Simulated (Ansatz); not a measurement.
Diamond-structure Ge, treated with r²SCANh in Ansatz (plane waves, PAW).

Numerical settings: plane-wave cutoff 520 eV, 8×8×8 k mesh, Fermi–Dirac smearing 0.01 eV, scalar-relativistic PAW data made under PBE.

Pressure at four volumes; x = ln(V/22.600 Å³). One pressure is withheld.

```json
[
 {"V (Å³/atom)": "21.470", "x": "-0.0513", "P (GPa)": "4.53"},
 {"V (Å³/atom)": "22.600", "x": "0.0000", "P (GPa)": "0.15"},
 {"V (Å³/atom)": "22.974", "x": "0.0164", "P (GPa)": "-1.05"},
 {"V (Å³/atom)": "23.730", "x": "0.0488", "P (GPa)": "?"}
]
```

Problem. Pass a parabola P(x) through the three rows shown, estimate the bulk modulus and its pressure derivative near zero pressure, and predict the withheld pressure.

Solution. Slopes between the rows: (0.15 − (4.53))/(0.0000 − (-0.0513)) = -85.38 and (-1.05 − (0.15))/(0.0164 − (0.0000)) = -73.17 GPa. Their difference over the span 0.0677 is c = 12.21/0.0677 = 180.4 GPa, so P(x) = 4.53 + (-85.38)(x − (-0.0513)) + 180.4 (x − (-0.0513))(x − (0.0000)). At the middle row B = −dP/dx = −[-85.38 + 180.4 × 0.0513] = 76.1 GPa, and B′ = dB/dP = 2c/B = 4.7. At x = 0.0488 the parabola gives -3.14 GPa; the run gives -3.16 GPa. The Birch–Murnaghan fit to the energies at all volumes has B0 = 75.2 GPa and B′ = 4.7.

Measured, for comparison: bulk modulus 77.3 GPa (low-temperature value with the zero-point effect removed, our sources range from 77.3 to 79.4; as tabulated in Tanner et al. (2021), arXiv:2110.11888). Computed (rounded) less measured: bulk modulus -3 % (-3 % to -5 % over the range).

Ansatz is a program for electronic structure.
